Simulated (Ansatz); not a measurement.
Reaction (SMILES): C#N (CH-N) → [C-]#[NH+] (C-NH)
B3LYP-D3(BJ)/def2-TZVP geometries, fixed; electronic energies without zero-point terms.
Largest species:
```
C
N 1 1.1462
H 1 1.0667 2 180.00
```
Charge 0, spin multiplicity 1.

The isomerisation energy at CCSD(T) with Ansatz (a quantum-chemistry and plane-wave program), in kcal/mol, split into its Hartree-Fock and correlation parts. Cores are frozen. No added dispersion term, no relativity. Functions are those of the species that has most.

```csv
basis,X,functions,Hartree-Fock,CCSD(T)
cc-pVDZ,2,33,11.05,15.57
cc-pVTZ,3,74,10.22,14.83
cc-pVQZ,4,140,10.09,14.77
cc-pV5Z,5,237,10.05,14.81
```

Worked estimate of the basis-set limit from each neighbouring pair, with Hartree-Fock from the larger set and the correlation part extrapolated as X^-3.
Correlation parts: X = 2: 4.52, X = 3: 4.61, X = 4: 4.68, X = 5: 4.76.
- (2,3): (27·(4.61) - 8·(4.52))/19 = 4.65; with Hartree-Fock 10.22 the estimate is 14.87 kcal/mol.
- (3,4): (64·(4.68) - 27·(4.61))/37 = 4.73; with Hartree-Fock 10.09 the estimate is 14.82 kcal/mol.
- (4,5): (125·(4.76) - 64·(4.68))/61 = 4.84; with Hartree-Fock 10.05 the estimate is 14.89 kcal/mol.
The last two estimates differ by 0.07 kcal/mol; the largest set lies 0.08 from the last. Over the last step Hartree-Fock moves by -0.04 and the correlation part by 0.08.
